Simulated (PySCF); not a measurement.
## Magnesium: a sound run and one with changed settings

Sound run: Mg [Ne] 3s2, Mg⁺ [Ne] 3s1. Calculation: PySCF 2.14, in cc-pVTZ (5s4p2d1f, 34 functions); no relativity, point nucleus. In the sound run the correlated levels freeze [Ne]. The sound run starts from symmetry-adapted Hartree-Fock orbitals and uses a fine grid where one is needed.

Changed run: all electrons correlated in a basis built for the valence shell.

| species | method | sound run (hartree) | changed run (hartree) | converged |
| --- | --- | --- | --- | --- |
| Mg | MP2 | -199.63688 | -199.65534 | yes |
| Mg | CCSD(T) | -199.64708 | -199.66624 | yes |
| Mg⁺ | MP2 | n/a | -199.38703 | yes |
| Mg⁺ | CCSD(T) | n/a | -199.38827 | yes |

Ionisation energy of Mg:

```json
{"method": "UHF", "sound run (eV)": "6.607", "changed run (eV)": "6.607"}
{"method": "MP2", "sound run (eV)": "7.248", "changed run (eV)": "7.301"}
{"method": "SCS-MP2", "sound run (eV)": "7.376", "changed run (eV)": "7.418"}
{"method": "CCSD", "sound run (eV)": "7.525", "changed run (eV)": "7.552"}
{"method": "CCSD(T)", "sound run (eV)": "7.525", "changed run (eV)": "7.564"}
```

A valence basis has no tight correlating functions, so it recovers only part of the core correlation, and not evenly between atom and ion.

For comparison, NIST gives 7.646 eV between the lowest levels.
